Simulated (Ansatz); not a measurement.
**[H···H···F], doublet along the distance H1-H2**

Starting geometry:

```csv
atom,x (Å),y (Å),z (Å)
H,0.0000,0.0000,-0.9603
H,0.0000,0.0000,-0.2153
F,0.0000,0.0000,1.1757
```

From there H2 is moved from one fragment to the other while all else, the fragments' distance too, stays fixed, so the hump isn't the reaction's barrier; atoms are numbered as listed. Energies are in eV, counted from the starting geometry at the same level.

Basis 6-31G; Ansatz 0.2.0. Only valence electrons are correlated (noble-gas cores frozen). R marks a restricted (for open shells ROHF) determinant, U an unrestricted one. Active spaces: valence = (9e, 6o) chosen from the atoms' valence shells.

Runs in a small pair space aren't shown, since their orbitals change along the scan.

Full CI is exact within this basis and frozen core; it isn't the basis-set limit. The frozen core follows each run's orbitals, which can shift R against U totals by a few meV.

```csv
distance H1-H2 (Å),full CI,unpaired electrons (full CI),error UCCSD,error BCCD(T),error UCCSDTQ,error CASSCF (valence space),error NEVPT4(SD) (valence space),error MRCISD (valence space)
0.693,0.049,1.01,-0.003,-0.001,0.000,-0.047,-0.004,-0.009
0.745,0.000,1.01,0.000,0.000,0.000,0.000,0.000,0.000
0.815,0.022,1.02,0.005,0.003,0.000,0.078,0.000,0.009
0.885,0.045,1.02,0.010,0.005,0.000,0.160,-0.008,0.010
0.955,-0.001,1.02,0.014,0.007,0.000,0.224,-0.023,0.002
1.026,-0.134,1.02,0.015,0.007,0.000,0.248,-0.036,-0.009
1.096,-0.304,1.01,0.011,0.006,0.000,0.235,-0.042,-0.017
1.166,-0.424,1.01,0.006,0.004,0.000,0.205,-0.045,-0.023
1.236,-0.379,1.01,0.001,0.003,0.000,0.168,-0.048,-0.030
```

Unpaired electrons are Σ n²(2−n)² over natural occupations. Errors are those of relative energies. In total energy the starting point itself misses full CI by: UCCSD 0.029, BCCD(T) 0.008, UCCSDTQ 0.000, CASSCF (valence space) 2.743, NEVPT4(SD) (valence space) 0.123, MRCISD (valence space) 0.139 eV.

Spread of the error over the points with a reference, to 1.236 Å (largest less smallest): UCCSDTQ 0.000, BCCD(T) 0.008, UCCSD 0.018, MRCISD (valence space) 0.040, NEVPT4(SD) (valence space) 0.048, CASSCF (valence space) 0.295 eV.
